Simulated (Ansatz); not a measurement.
The input, for Ansatz 0.2.0:

```yaml
crystal:
  periodic: [false, false, false]
  atoms:
    - {symbol: H, position_ang: [-2.421360, 0.054876, 0.000000]}
    - {symbol: H, position_ang: [-1.629360, 0.054876, 0.000000]}
    - {symbol: Si, position_ang: [0.094640, 0.054876, 0.000000]}
    - {symbol: H, position_ang: [0.706821, -0.819409, 1.090012]}
    - {symbol: H, position_ang: [0.706820, -0.819409, -1.090012]}
basis:
  gaussian: {orbitals: 6-31G}
correlation: {active_space: {window: {electrons: 4, orbitals: 3}}}
accuracy: high
output: {forces: true}
```

```sh
$ ansatz run in.yaml --threads 1 --pin off --events-out ev --progress --plain --max-ram 2393MiB
```

The program prints:

```
466 factors; integrals over basis functions are off by at most 3.7e-9 eV
mean field evaluation 1: about -7919.6405 eV, gradient 8.3e0 eV
mean field evaluation 2: about -7919.6411 eV, gradient 8.3e0 eV
mean field evaluation 4: about -7920.0469 eV, gradient 3.8e-1 eV
mean field evaluation 8: about -7920.0483 eV, gradient 6.3e-7 eV
mean field -7920.04826213 eV, -291.0564052318 hartree, gradient 1.2e-8 eV, S^2 0.000000; 0 other end points of the search recorded, 0 dependent functions left out
reference -7920.04826213 eV, -291.0564052318 hartree; 9, 9 occupied and 12, 12 virtual orbitals, 466 factors
state -7920.57906696 eV, -291.0759119496 hartree
the calculation of the forces begins
Total energy: -7920.57906696 eV, -291.0759119496 hartree
Atom 0 at    -2.421360     0.054876     0.000000 Å, force     0.070818    -0.524680     0.000000 eV/Å
Atom 1 at    -1.629360     0.054876     0.000000 Å, force    -2.414609     0.044522     0.000000 eV/Å
Atom 2 at     0.094640     0.054876     0.000000 Å, force     3.299672     1.146014    -0.000000 eV/Å
Atom 3 at     0.706821    -0.819409     1.090012 Å, force    -0.477941    -0.332928     0.350042 eV/Å
Atom 4 at     0.706820    -0.819409    -1.090012 Å, force    -0.477941    -0.332928    -0.350042 eV/Å
Dipole moment:    -0.210450    -0.153041     0.000000 e Å
```

Natural occupations: 1.9992 1.9723 0.0285.

Forces (eV/Å):
```
H    0.071 -0.525  0.000
H   -2.415  0.045  0.000
Si   3.300  1.146  0.000
H   -0.478 -0.333  0.350
H   -0.478 -0.333 -0.350
```

Ran on 1 thread of Arm Neoverse V1, shared host: 0.57 s wall, 0.07 GiB peak host memory.
